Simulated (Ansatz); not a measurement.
Input for Ansatz (development build ahead of 0.2.0):

```yaml
crystal:
  periodic: [false, false, false]
  atoms:
    - { symbol: P, position_ang: [-0.03284, -0.02013, -0.75061] }
    - { symbol: H, position_ang: [0.02014, -0.04542, 0.72433] }
basis:
  gaussian: { orbitals: def2-SVP }
magnetization:
  initial_magnetization: 2
hamiltonian:
  xc: hf
correlation:
  method: ccsd_t
  frozen_orbitals: { H: 0, P: 5 }
```

The input is written out in the form of the current development build from the run's settings. Correlation on restricted open-shell orbitals is semicanonical, with singles.

Results

```json
{"Converged": "yes", "Reference energy": "-341.16878 hartree", "Correlation energy": "-0.11097 hartree", "Total energy": "-341.27975 hartree", "Stability test": "minimum among restricted orbitals"}
```
